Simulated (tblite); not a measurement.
Compound: C₃H₁₁P₂ (charge +1).
Atom-mapped SMILES: `[CH3:1][P+:2]([CH3:3])([CH3:4])[PH2:5]` (hydrogens: H6, H7, H8 on C1; H9, H10, H11 on C3; H12, H13, H14 on C4; H15, H16 on P5)

The geometry is computed with GFN2-xTB (gas phase).

Problem. Give the optimised bond lengths and angles.

Solution. 
| bond | length (pm) | order |
| --- | --- | --- |
| C1–P2, P2–C3, P2–C4 | 181.7 | single |
| P2–P5 | 217.4 | single |
| C1–H6 and 8 like bonds | 108.9 | single |
| P5–H15, P5–H16 | 140.0 | single |

Bonds in one row agree within 1 pm and their mean is given. Orders are formal, as drawn. A selection of angles:
| angle | degrees |
| --- | --- |
| P2–C1–H6 | 109.9 |
| H6–C1–H7 | 109.2 |
| C1–P2–C3 | 107.7 |
| C1–P2–P5 | 116.4 |
| C3–P2–P5 | 108.7 |
| P2–P5–H15 | 91.7 |
| H15–P5–H16 | 93.3 |

P2 (phosphorus bonded to 3 C and P) is distorted tetrahedral (angles from 107.3° to 116.4°). P5 (three-coordinate phosphorus) is pyramidal (angles 93.3°, 91.7° and 91.6°, sum 276.6°, 0.86 Å off the plane of its three neighbours).

Point group: Cs (every atom within 0.08 Å of its image). Its GFN2-xTB frequencies are all real (lowest 102 cm⁻¹).

Shape of the structure used: `[CH3:1][P+:2]([CH3:3])([CH3:4])[PH2:5]`: H–P5–P2–C1 46°, H–P5–P2–C1 -47°.
